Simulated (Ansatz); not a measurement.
Input file:

```yaml
crystal:
  periodic: [false, false, false]
  atoms:
    - {symbol: Si, position_ang: [0.000000, -0.005564, 1.456844]}
    - {symbol: P, position_ang: [0.000000, -0.036332, -1.301984]}
    - {symbol: H, position_ang: [0.000000, 1.271517, -0.584213]}
basis:
  gaussian: {orbitals: cc-pVDZ}
magnetization: {spin_polarized: false}
correlation: {method: ccsdtq, electrons: outside_noble_gas}
```

```sh
$ ansatz run in.yaml --threads 2 --pin off --events-out ev --progress --plain --max-ram 16896MiB --backend cuda --devices 0, --max-vram 18GiB
```

Output:

```
779 factors; integrals over basis functions are off by at most 1.5e-7 eV
mean field evaluation 1: about -17141.8274 eV, gradient 2.4e1 eV
mean field evaluation 2: about -17141.8292 eV, gradient 2.4e1 eV
mean field evaluation 4: about -17145.4998 eV, gradient 3.3e0 eV
mean field evaluation 8: about -17145.6021 eV, gradient 1.9e-1 eV
mean field evaluation 16: about -17136.8613 eV, gradient 4.4e1 eV
mean field evaluation 32: about -17121.6681 eV, gradient 2.6e1 eV
mean field evaluation 64: about -17142.3609 eV, gradient 2.9e-1 eV
mean field evaluation 96: about -17145.4433 eV, gradient 1.9e0 eV
mean field evaluation 128: about -17141.9144 eV, gradient 1.4e-3 eV
mean field evaluation 160: about -17142.4084 eV, gradient 5.1e-1 eV
...
mean field -17145.60549802 eV, -630.0893803434 hartree, gradient 2.7e-6 eV, S^2 0.000000; 8 other end points of the search recorded, 0 dependent functions left out; unrestricted orbitals would lower it
determinant -17145.60549802 eV, -630.0893803434 hartree, with singles and doubles -17152.58401641 eV, -630.3458361639 hartree
determinant -17143.00011675 eV, -629.9936343479 hartree, with singles and doubles -17148.82895814 eV, -630.2078403178 hartree
determinant -17142.40898556 eV, -629.9719106774 hartree, with singles and doubles -17148.28313105 eV, -630.1877815421 hartree
determinant -17142.34417050 eV, -629.9695287676 hartree, with singles and doubles -17148.09319542 eV, -630.1808015365 hartree
...
unrestricted determinant -17147.23483573 eV, -630.1492573999 hartree, S^2 1.4045
10 core orbitals not correlated: weight in the atoms' cores, before any rotation towards them, 1.000 or more for the frozen orbitals, at most 0.000 for the correlated occupied ones
reference -17145.60549802 eV, -630.0893803434 hartree; 5, 5 occupied and 26, 26 virtual orbitals, 779 factors
second order -6.17316118 eV of doubles, -0.00000000 eV of singles
...
cycle  20  -7.66128213 eV  change   -3.5e-5 eV  update   3.8e-5
cycle  21  -7.66130080 eV  change   -1.9e-5 eV  update   2.3e-5
cycle  22  -7.66129672 eV  change    4.1e-6 eV  update   1.6e-5
cycle  23  -7.66128799 eV  change    8.7e-6 eV  update   1.3e-5
cycle  24  -7.66129084 eV  change   -2.8e-6 eV  update   9.5e-6
cycle  25  -7.66127368 eV  change    1.7e-5 eV  update   5.7e-6
cycle  26  -7.66127432 eV  change   -6.4e-7 eV  update   3.0e-6
cycle  27  -7.66127564 eV  change   -1.3e-6 eV  update   1.8e-6
cycle  28  -7.66127650 eV  change   -8.6e-7 eV  update   1.4e-6
cycle  29  -7.66127718 eV  change   -6.8e-7 eV  update   8.3e-7
Total energy: -17153.26677520 eV, -630.3709270868 hartree
```

The T1 diagnostic is 0.074.

Ran on 2 threads of AMD EPYC 7R13 with a shared H100 80 GB, shared host: 19 s wall, 0.84 GiB peak host memory.
